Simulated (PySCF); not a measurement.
Compound: 2-butyne, C4H6.
Structure used (PBE0-D3(BJ)/def2-SVP), in Å, numbered top down from 1:
```
atom  x, y, z in Å
C1     2.025   -0.019   -0.180
C2     0.604   -0.009    0.132
C3    -0.579   -0.004    0.394
C4    -2.000    0.004    0.706
H5     2.438    1.002   -0.198
H6     2.215   -0.474   -1.165
H7     2.593   -0.594    0.569
H8    -2.591   -0.435   -0.113
H9    -2.368    1.029    0.870
H10   -2.212   -0.576    1.618
```

Lines to be assigned: C 1s: 289.98 (area 2), 291.44 (area 2) eV.

Computed with PySCF 2.14.0, delta-SCF UKS SCAN, pcX-2 on the ionised atom, pcseg-1 elsewhere, spin-free X2C. Geometry: PBE0-D3(BJ)/def2-SVP; no solvent, vibrations or thermal averaging.

Which carbon gives which C 1s line?

289.98 eV: C2/C3 (alkyne carbon); 291.44 eV: C1/C4 (propargylic carbon). The listed C 1s values span 1.46 eV, from C2/C3 (bonded to C (triple bond) and C) to C1/C4 (bonded to C and 3 H). Summing the Pauling electronegativity differences to the bonded atoms, each weighted by its formal bond order, gives 0.00 for the lowest site and -1.05 for the highest; the largest sum, 0.00, belongs to C2/C3, 1.46 eV below the top. The smallest sum, -1.05, belongs to C1/C4, 1.46 eV above the lowest.

Bonded neighbours of each site: C1/C4: C and 3 H; C2/C3: C (triple bond) and C.

Which photon energy gives electrons from C 1s of C1/C4 a kinetic energy of 200 eV, and what is their de Broglie wavelength?

hν = 291.44 + 200 = 491.44 eV, recoil neglected; λ = 12.264 Å/√(E/eV) = 0.87 Å.

The first atom of each set that the bonding makes equivalent was ionised and stands for the set.
